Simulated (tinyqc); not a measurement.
Worked calculation: coupled-perturbed Hartree-Fock on RHF in the sto-3g basis, for H2O, spin multiplicity 1. One step of it, computed by the program tinyqc.

Task: Response to a field: uncoupled start. Field along z; U_ai = -mu_ai / (e_a - e_i), alpha = -4 sum U_ai mu_ai.

orbital energies (hartree): MO1 -20.234919, MO2 -1.299856, MO3 -0.651401, MO4 -0.458231, MO5 -0.395755, MO6 0.664405, MO7 0.817204

dipole integrals <a|z|i> (bohr):
```
          i1         i2         i3         i4        i5
a6  0.042324  -0.132793   0.000000  -0.422369  0.000000
a7  0.000000   0.000000  -0.610319   0.000000  0.000000
```

Give: uncoupled U; uncoupled polarisability.

Result:

uncoupled U:
```
         i1      i2      i3      i4      i5
a6  -0.0020  0.0676  0.0000  0.3762  0.0000
a7   0.0000  0.0000  0.4156  0.0000  0.0000
```

uncoupled polarisability = 1.6864 bohr^3
